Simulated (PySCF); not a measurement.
# SiN⁺, triplet in 6-31G: errors against full CI

Geometry: a point of a stretch scan, not a stationary point.

```xyz
2

Si    0.0000    0.0000    0.0000
N     0.0000    0.0000    1.4170
```

Basis 6-31G; PySCF 2.14.0. Only valence electrons are correlated (noble-gas cores frozen), which leaves 8 electrons in 16 orbitals. Prefix R: restricted or restricted open-shell reference; prefix U: unrestricted.

Full CI is exact within this basis and frozen core; it isn't the basis-set limit. The frozen core follows each run's orbitals, which can shift R against U totals by a few meV.

```
UHF ⟨S²⟩                          : 2.049
T1 diagnostic (ROHF- or RHF-based CCSD)             : 0.0863
largest doubles amplitude (ROHF- or RHF-based CCSD) : 0.116
T1 diagnostic (UCCSD)             : 0.0756
```

```json
{"level": "RHF", "E − E(full CI) (kcal/mol)": "84.56", "share of correlation (%)": "0.00", "wall time": "–"}
{"level": "UHF", "E − E(full CI) (kcal/mol)": "80.92", "share of correlation (%)": "4.31", "wall time": "–"}
{"level": "RMP2", "E − E(full CI) (kcal/mol)": "24.55", "share of correlation (%)": "70.96", "wall time": "–"}
{"level": "UMP2", "E − E(full CI) (kcal/mol)": "23.45", "share of correlation (%)": "72.27", "wall time": "–"}
{"level": "RCCSD", "E − E(full CI) (kcal/mol)": "3.37", "share of correlation (%)": "96.01", "wall time": "–"}
{"level": "UCCSD", "E − E(full CI) (kcal/mol)": "3.39", "share of correlation (%)": "95.99", "wall time": "–"}
{"level": "RCCSD(T)", "E − E(full CI) (kcal/mol)": "1.01", "share of correlation (%)": "98.80", "wall time": "0.54 s"}
{"level": "UCCSD(T)", "E − E(full CI) (kcal/mol)": "1.16", "share of correlation (%)": "98.63", "wall time": "0.37 s"}
{"level": "RCCSDT", "E − E(full CI) (kcal/mol)": "0.47", "share of correlation (%)": "99.45", "wall time": "3.6 s"}
{"level": "UCCSDT", "E − E(full CI) (kcal/mol)": "0.46", "share of correlation (%)": "99.45", "wall time": "3.7 s"}
```

The correlation energy at full CI, counted from RHF, is -3.667 eV. The search over symmetries took 39 s on 1 thread of Intel Xeon, shared host; the state has 611,520 determinants.

Times are those of the correlated step on a shared host, with one SCF added for the restricted CCSD run; they ran on 1 thread of Intel Xeon.

The full-CI state has the irrep B1 of C2v, in the program's axes (one component, if the state is degenerate).

Natural occupations of full CI about the gap: 1.982 1.927 1.900 1.024 0.982 0.080 0.053 0.022 0.010 0.008; effectively unpaired electrons, Σ n²(2−n)², 2.09.
